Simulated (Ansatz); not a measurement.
Basis-set extrapolation for `C#CC(F)CCl` (PBE0-D4/def2-TZVP geometry, frozen core, Ansatz). Multiplicity 1, RHF reference.

|  | def2-TZVPP | def2-QZVPP |
| --- | --- | --- |
| HF | -712.777867 | -712.801298 |
| MP2 correlation | -1.070625 | -1.155415 |
| CCSD(T) correlation | -1.155909 | not run |

Energies in hartree. Use E(X) = E(∞) + A·exp(−7.88·√X) for Hartree–Fock and E(X) = E(∞) + B·X^(−2.97) for correlation, with X = 3 and 4, and add CCSD(T) minus MP2 of the smaller set to the MP2 limit.

**Question.** What is the CCSD(T) energy at the basis-set limit?

**Answer.** HF limit: -712.801298 + (-0.023431) × 0.13774 = -712.80453. MP2 limit: -1.155415 + (-0.084790) × 0.74074 = -1.21822. Higher-order term: -1.155909 − (-1.070625) = -0.08528. Total: -714.10803 hartree, 4.74 eV below CCSD(T)/def2-TZVPP.
